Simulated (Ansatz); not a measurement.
# C3H4OS: small, medium and large basis sets

Aim: see how fast density functionals converge with the basis set for C3H4OS.

The runs use Ansatz 0.2.0, Gaussian basis; one geometry, several basis sets.

Levels to be run: PBE0-D4/def2-SVP; ωB97M-V/def2-SVP; PBE0-D4/def2-QZVPP; ωB97M-V/def2-QZVPP; the functionals' def2-TZVPP values are taken from earlier runs.

**1. The geometry**

An earlier PBE0-D4 in a triple-zeta def2 set relaxation fixed the geometry.

SMILES `C#CSCO`, 9 atoms, charge 0, spin multiplicity 1.

Atoms are counted from 1 here; the program's logs count them from 0.

Bond lengths: C1–C2 1.205 Å, C1–H6 1.064 Å, C2–S3 1.675 Å, S3–C4 1.828 Å, C4–O5 1.385 Å, C4–H7 1.089 Å, C4–H8 1.098 Å, O5–H9 0.962 Å. Angles: C2–C1–H6 179.7°, C1–C2–S3 177.5°, C2–S3–C4 101.0°, S3–C4–O5 115.1°, S3–C4–H7 108.4°, S3–C4–H8 102.8°, O5–C4–H7 107.5°, O5–C4–H8 113.4°, H7–C4–H8 109.5°, C4–O5–H9 109.0°.

**2. PBE0-D4 in def2-SVP**

in.yaml reads:

```yaml
crystal:
  periodic: [false, false, false]
  atoms:
    - {symbol: C, position_ang: [1.558664, 1.794840, -0.678963]}
    - {symbol: C, position_ang: [1.300840, 0.739107, -0.159204]}
    - {symbol: S, position_ang: [1.008102, -0.727172, 0.595240]}
    - {symbol: C, position_ang: [-0.699685, -1.069881, 0.041136]}
    - {symbol: O, position_ang: [-1.660408, -0.198007, 0.525563]}
    - {symbol: H, position_ang: [1.780490, 2.727752, -1.140379]}
    - {symbol: H, position_ang: [-0.726084, -1.014165, -1.045819]}
    - {symbol: H, position_ang: [-0.854028, -2.109229, 0.358436]}
    - {symbol: H, position_ang: [-1.619291, -0.189446, 1.486891]}
basis:
  gaussian: {orbitals: def2-SVP}
hamiltonian: {xc: pbe0, dispersion: d4}
output: {orbitals: {seedname: orbitals}}
```

On the command line:

```bash
$ ansatz run in.yaml --threads 2 --pin off --events-out ev --progress --plain --max-ram 4352MiB
```

The runs that follow: ωB97M-V in def2-SVP; PBE0-D4 in def2-QZVPP; ωB97M-V in def2-QZVPP.

**Question.** What will the summary of the whole plan be? Wanted: PBE0-D4: double and triple zeta above quadruple; ωB97M-V: double and triple zeta above quadruple.

**Answer**, as computed:

```
                                       quantity           value
PBE0-D4: double and triple zeta above quadruple  10.56, 0.62 eV
ωB97M-V: double and triple zeta above quadruple  10.71, 0.59 eV
```

In words: For PBE0-D4 the step from double to triple zeta gains 9.93 eV and the next only 0.62 eV. Total energies overstate the basis error of differences, where much of it tends to cancel. The LUMO of ωB97M-V is positive and keeps falling with the basis (2.18 to 1.35 eV): an unbound level that the basis holds in place.
